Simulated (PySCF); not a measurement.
## How the functional moves excitation energies

Compound: BCl (singlet state).
SMILES with atom numbers: `[B:1][Cl:2]`

Linear-response calculations in the def2-SVPD basis (PySCF; singlets by full response, triplets Tamm–Dancoff, core orbitals frozen in the response; HF means time-dependent Hartree–Fock). 'Strongest' is the level of largest summed f among the singlets computed (10 roots, of which the last may lack a degenerate partner); it can jump between rows when another state enters that window. S1 is the lowest singlet of each run and needn't be the same state throughout; f(S1) is that of one state. Geometry: PBE0-D3(BJ)/def2-SVP; no solvent, vibrations or thermal averaging.

| functional | kind | S1 (eV) | f(S1) | strongest (eV) | T1 (eV) | HOMO (eV) | gap (eV) | ionisation energy, ΔSCF (eV) |
| --- | --- | --- | --- | --- | --- | --- | --- | --- |
| LDA | LDA | 4.27 | 0.057 | 8.30 | 2.28 | -6.30 | 3.09 | 10.01 |
| PBE | GGA | 4.38 | 0.058 | 8.35 | 2.14 | -6.28 | 3.26 | 9.89 |
| B3LYP | global hybrid, 20% exact exchange | 4.39 | 0.060 | 8.59 | 2.18 | -7.28 | 5.08 | 10.06 |
| PBE0 | global hybrid, 25% exact exchange | 4.38 | 0.061 | 8.77 | 2.03 | -7.49 | 5.50 | 9.95 |
| BHandHLYP | global hybrid, 50% exact exchange | 4.37 | 0.063 | 9.04 | 2.05 | -8.60 | 7.74 | 9.98 |
| CAM-B3LYP | range-separated hybrid | 4.37 | 0.062 | 8.84 | 2.14 | -8.88 | 8.10 | 10.11 |
| wB97X-D | range-separated hybrid | 4.40 | 0.066 | 8.87 | 2.26 | -9.43 | 9.32 | 10.02 |
| LC-wPBE | range-separated hybrid | 4.35 | 0.063 | 9.23 | 1.95 | -10.28 | 10.69 | 10.07 |
| HF | Hartree–Fock | 4.38 | 0.071 | 8.80 | 1.56 | -10.34 | 12.05 | not settled |

S1 runs from 4.27 eV (LDA) to 4.40 eV (wB97X-D), a spread of 0.14 eV, while the orbital gap spreads over 9.0 eV. −ε(HOMO) comes closest to its own ΔSCF ionisation energy with LC-wPBE (+0.21 eV) and misses most with LDA (-3.72 eV). 'Not settled' means that the ion's SCF failed to converge or may have ended in another state than the lowest.
